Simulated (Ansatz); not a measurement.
HCl, singlet: vertical spin and charge gaps

Geometry (PBE0/def2-TZVP stationary point for this spin):

```xyz
2

Cl    0.0000    0.0000    0.0000
H     0.0000    0.0000    1.2788
```

Basis cc-pVTZ; Ansatz 0.2.0. Only valence electrons are correlated (noble-gas cores frozen). Prefix R: restricted or restricted open-shell reference; prefix U: unrestricted. Active spaces: valence = (8e, 5o) chosen from the atoms' valence shells.

Gaps are energies of the second state less the first, at fixed atoms, for a selection of the levels run; each method lands on the state that its own search finds for that charge and spin.

Removing an electron, to the doublet: 12.588 eV at RCCSDTQ.

| level | gap (eV) | error (meV) |
| --- | --- | --- |
| RHF | 11.689 | -899 |
| UHF | 11.522 | -1066 |
| RMP2 | 12.645 | 57 |
| UMP2 | 12.671 | 83 |
| CISD | 12.443 | -145 |
| RCCSD | 12.541 | -47 |
| UCCSD | 12.536 | -52 |
| RCCSD(T) | 12.590 | 2 |
| UCCSD(T) | 12.589 | 1 |
| BCCD(T) | 12.590 | 2 |
| RCCSDT | 12.585 | -3 |
| UCCSDT | 12.583 | -5 |
| RCCSDT(Q) | 12.588 | 0 |
| UCCSDT(Q) | 12.587 | -1 |
| CASSCF (valence space) | 11.634 | -954 |
| NEVPT2 (valence space) | 12.373 | -215 |
| MRCISD (valence space) | 12.453 | -135 |
| MRCISD+Q (valence space) | 12.552 | -36 |
| PBE | 12.700 | 112 |
| r2SCAN | 12.706 | 118 |
| PBE0 | 12.691 | 103 |
| B3LYP | 12.762 | 174 |
| wB97M-V | 12.717 | 129 |
| B2PLYP | 12.657 | 69 |
| RPA-PBE | 12.646 | 58 |

Triplet less singlet: 7.480 eV at UCCSDT(Q).

```tsv
level	gap (eV)	error (meV)
RHF	7.035	-445
UHF	6.843	-637
RMP2	7.524	44
UMP2	7.568	88
CISD	7.394	-86
RCCSD	7.458	-22
UCCSD	7.452	-28
RCCSD(T)	7.483	3
UCCSD(T)	7.483	3
BCCD(T)	7.484	4
RCCSDT	7.478	-2
UCCSDT	7.477	-3
RCCSDT(Q)	7.481	1
CASSCF (valence space)	7.510	30
NEVPT2 (valence space)	7.553	73
MRCISD (valence space)	7.505	25
MRCISD+Q (valence space)	7.486	6
PBE	7.295	-185
r2SCAN	7.300	-180
PBE0	7.320	-160
B3LYP	7.339	-141
wB97M-V	7.557	77
B2PLYP	7.417	-63
RPA-PBE	7.318	-162
```

The reference is named with each gap: full CI where it ran, else the highest cluster level, uncertain by about the last step of the series. The frozen core follows each run's orbitals, which can shift R against U totals by a few meV.
